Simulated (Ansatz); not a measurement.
Mulliken charges of `N=C(N)F` from r2SCAN/def2-TZVPP in Ansatz (PBE0-D4/def2-TZVP geometry).

```
atom   x (Å)   y (Å)   z (Å)  charge (e)
  N1  -0.840   1.050  -0.310      -0.380
  C2  -0.251  -0.045  -0.170       0.355
  N3   0.778  -0.299   0.675      -0.317
  F4  -0.590  -1.175  -0.828      -0.203
  H5  -1.621   0.976  -0.951       0.166
  H6   1.221   0.512   1.071       0.197
  H7   1.364  -1.087   0.468       0.182
```

Question: By hand: the dipole of these point charges (1 e Å = 4.8032 D).

Answer: Σ q r = (0.323, -0.017, 0.150) e Å, of length 0.357 e Å = 1.71 D.

Question: How does the dipole of the full density compare? (Best estimate.)

Answer: The calculation gave: (0.389, -0.218, 0.057) e Å, 2.16 D; the point charges give 0.79 times that, at 31° from its direction.

Point charges leave out the atoms' own dipoles, such as those of lone pairs, and Mulliken's split depends on the basis, so the two needn't agree.
